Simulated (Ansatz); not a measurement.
A first try at a scan of the bond length of AlCl, using Ansatz 0.2.0, Python API.

Script `alcl_scan.py`:
```python
# -*- coding: utf-8 -*-
import ansatz as az
from ase.data import atomic_masses, atomic_numbers
import matplotlib.pyplot as plt
import numpy as np

CUTOFF_EV = '6-31G*'
XC = 'CAM-B3LYP'

GEOMETRY = '''
Al    0.00000    0.00000    0.00000
Cl    0.00000    0.00000    2.16500
'''

system = az.Crystal.molecule()
for line in GEOMETRY.strip().splitlines():
    symbol, *xyz = line.split()
    system = system.atom(symbol, [float(v) for v in xyz])

symbols = [site.symbol for site in system.cartesian_sites]
start = np.array([site.position_ang for site in system.cartesian_sites])
axis = (start[1] - start[0]) / np.linalg.norm(start[1] - start[0])
moving = [1]
lengths, energies = [1.905, 1.992, 2.078, 2.165, 2.252, 2.338, 2.425, 2.555], []
for length in lengths:
    xyz = start.copy()
    xyz[moving] += (length - np.linalg.norm(start[1] - start[0])) * axis
    point = az.Crystal.molecule()
    for symbol, place in zip(symbols, xyz):
        point = point.atom(symbol, place.tolist())
    setup = point.calculation().basis(CUTOFF_EV).functional(XC)
    report = setup.run(threads=1, pin='off').report
    energies.append(report['free_energy_ev'])
    print(f'r = {length:6.3f} A  E = {energies[-1]:.5f} eV  <S^2> = {abs(report["mean_field"]["state"]["spin_squared"]):.3f}')

fit = np.polynomial.Polynomial.fit(lengths, np.array(energies) - min(energies), 4).convert()
roots = [r.real for r in fit.deriv().roots() if abs(r.imag) < 1e-9 and fit.deriv(2)(r.real) > 0]
r_e = min(roots, key=lambda r: abs(r - lengths[int(np.argmin(energies))]))
print(f'minimum of the fit at {r_e:.4f} A, force constant {fit.deriv(2)(r_e):.2f} eV/A^2')
m1, m2 = (atomic_masses[atomic_numbers[s]] for s in symbols)
mu = m1 * m2 / (m1 + m2)
print(f'harmonic wavenumber {521.4709 * np.sqrt(fit.deriv(2)(r_e) / mu):.0f} 1/cm, rotational constant {16.857629 / (mu * r_e ** 2):.4f} 1/cm')
plt.figure(figsize=(4.5, 3))
plt.plot(lengths, np.array(energies) - min(energies), 'o-')
plt.xlabel('bond length (A)')
plt.ylabel('E - E(min) (eV)')
plt.tight_layout()
plt.savefig('scan.png', dpi=100)
```

```console
$ python alcl_scan.py
Traceback (most recent call last):
  File "alcl_scan.py", line 31, in <module>
    setup = point.calculation().basis(CUTOFF_EV).functional(XC)
            ~~~~~~~~~~~~~~~~~~~~~~~~~^^^^^^^^^^^
  ...
ansatz.errors.InputError: .basis: cutoff (an energy: a number in eV, or e.g. 30 * az.Ry) is a number, got '6-31G*'
$ echo $?
1
```
(Library frames cut from the traceback.)

What is wrong, and how is it mended?

The fault: the basis name must go under gaussian=. Mended:

```diff
--- before
+++ after
@@ -6,3 +6,3 @@
 
-CUTOFF_EV = '6-31G*'
+BASIS = '6-31G*'
 XC = 'CAM-B3LYP'
@@ -30,3 +30,3 @@
         point = point.atom(symbol, place.tolist())
-    setup = point.calculation().basis(CUTOFF_EV).functional(XC)
+    setup = point.calculation().basis(gaussian=BASIS).functional(XC)
     report = setup.run(threads=1, pin='off').report
```

With that change:

```console
$ python alcl_scan.py
r =  1.905 A  E = -19119.95366 eV  <S^2> = 0.000
r =  1.992 A  E = -19120.31952 eV  <S^2> = 0.000
r =  2.078 A  E = -19120.49223 eV  <S^2> = 0.000
r =  2.165 A  E = -19120.53412 eV  <S^2> = 0.000
r =  2.252 A  E = -19120.48394 eV  <S^2> = 0.000
r =  2.338 A  E = -19120.37283 eV  <S^2> = 0.000
r =  2.425 A  E = -19120.21904 eV  <S^2> = 0.000
r =  2.555 A  E = -19119.94302 eV  <S^2> = 0.000
minimum of the fit at 2.1548 A, force constant 12.83 eV/A^2
harmonic wavenumber 477 1/cm, rotational constant 0.2370 1/cm
```

Total energies depend on the basis set; only differences at equal settings carry meaning. The basis set is modest, and single-reference methods fail as a bond breaks. The orbitals are restricted, so S² is zero by construction. The spin state was assumed, and another may lie lower. Wall time of the script: 7.9 s on 1 thread of Intel(R) Xeon(R) Platinum 8488C (Sapphire Rapids) (shared host), peak memory 0.2 GiB.

(A comment or docstring line of the script was reworded after the run, the code is as it ran; lines on the test bed's own set-up are left out of the output.)
